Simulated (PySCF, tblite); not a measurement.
Compound: C5H8O.
SMILES with atom numbers: `[CH3:1]/[CH:2]=[CH:3]/[C:4]([CH3:5])=[O:6]` (hydrogens: H7, H8, H9 on C1; H10 on C2; H11 on C3; H12, H13, H14 on C5)

Structure optimised with GFN2-xTB, isolated species.

Some entries are withheld. Bonds in one row agree within 0.01 Å.

```
            coordinate    value
                 C1–C2        ?
                 C2=C3        ?
                 C3–C4        ?
                 C4–C5  1.510 Å
                 C4=O6  1.211 Å
   C1–H7, C1–H8, C1–H9  1.089 Å
                C2–H10  1.083 Å
                C3–H11  1.081 Å
C5–H12, C5–H13, C5–H14  1.088 Å
              C1–C2–C3        ?
              C2–C3–C4        ?
              C3–C4–C5   114.3°
              C3–C4–O6   123.1°
              C5–C4–O6        ?
```

**Question.** Fill in the missing values.

**Answer.** 
- C1–C2 = 1.483 Å, drawn single (allylic carbon to alkene CH carbon); 0.01 Å below the sum of covalent radii, 1.49 Å.
- C2=C3 = 1.332 Å, drawn double (both ends alkene CH carbon); 0.13 Å below the sum of covalent radii, 1.46 Å.
- C3–C4 = 1.473 Å, drawn single (alkene CH carbon to ketone carbonyl carbon); 0.01 Å above the sum of covalent radii, 1.46 Å.
- C1–C2–C3 = 125.5°, at the alkene CH carbon; the outer atoms are 2.504 Å apart.
- C2–C3–C4 = 121.6°, at the alkene CH carbon; the outer atoms are 2.449 Å apart.
- C5–C4–O6 = 122.6°, at the ketone carbonyl carbon; the outer atoms are 2.391 Å apart.

Radii are Cordero's, carbon taken as 0.76, 0.73 or 0.69 Å for four, three, and two or fewer neighbours.

Its GFN2-xTB frequencies are all real (lowest 77 cm⁻¹). One conformer, not necessarily the lowest (C2–C3–C4–C5 -179°).

All values are computed, not measured.
